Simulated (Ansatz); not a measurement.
# B–B–SH, quartet: the ladder up to UCCSDT(Q)

Geometry: a PBE0/def2-TZVP stationary point for this spin, not checked as a minimum.

```xyz
4

B     0.0000    0.0310    2.2853
B     0.0000    0.0361    0.7636
S     0.0000   -0.0625   -0.9902
H     0.0000    1.2684   -1.2002
```

Basis cc-pVDZ; Ansatz 0.2.0. Correlated methods freeze the noble-gas cores, which leaves 13 electrons in 44 orbitals. R marks a restricted (for open shells ROHF) determinant, U an unrestricted one.

Full CI isn't at hand for all of this; UCCSDT(Q) serves as the reference, and is uncertain by the last step of the cluster series or more. The frozen core follows each run's orbitals, which can shift R against U totals by a few meV.

For open shells CISD is restricted-active-space CI with the open shells as a complete middle space.

The UHF ⟨S²⟩ is 3.755 and the T1 diagnostic (RCCSD) is 0.0225. The largest doubles amplitude (RCCSD) is 0.068 and the T1 diagnostic (UCCSD) is 0.0212.

```json
{"level": "UHF", "E − E(RHF) (eV)": "-0.0411"}
{"level": "RMP2", "E − E(RHF) (eV)": "-6.3587"}
{"level": "UMP2", "E − E(RHF) (eV)": "-6.3515"}
{"level": "RCCSD", "E − E(RHF) (eV)": "-7.2976"}
{"level": "UCCSD", "E − E(RHF) (eV)": "-7.2991"}
{"level": "RCCSD(T)", "E − E(RHF) (eV)": "-7.5620"}
{"level": "UCCSD(T)", "E − E(RHF) (eV)": "-7.5622"}
```

(1) Estimate how far UCCSDT(Q) in cc-pVDZ lies from RCCSD(T). The table doesn't fix it; the size of (T) and the diagnostics are the guide.

(1) UCCSDT(Q) in cc-pVDZ lies 5.5 kJ/mol below RCCSD(T), which is 22 % of the (T) step (-25.5 kJ/mol). The diagnostics are small and the rest is a small part of (T), but (T) is large here. The miss exceeds 1 kcal/mol.

The other levels:

```
    level  E − E(UCCSDT(Q)) (kJ/mol)  share of correlation (%)  wall time
     CISD                       93.5                     87.28       22 s
  BCCD(T)                        5.4                     99.26      2.2 s
   RCCSDT                        1.9                     99.75          –
   UCCSDT                        1.8                     99.75          –
RCCSDT(Q)                        0.2                     99.98       61 s
```

The correlation energy at UCCSDT(Q), counted from RHF, is -7.619 eV. That run took 53 s on 1 thread of Arm Neoverse V1, shared host.

Times hold each run's SCF and search for its determinant on a shared host, so for small cases they say little of a method's own cost; they ran on 1 thread of Arm Neoverse V1.
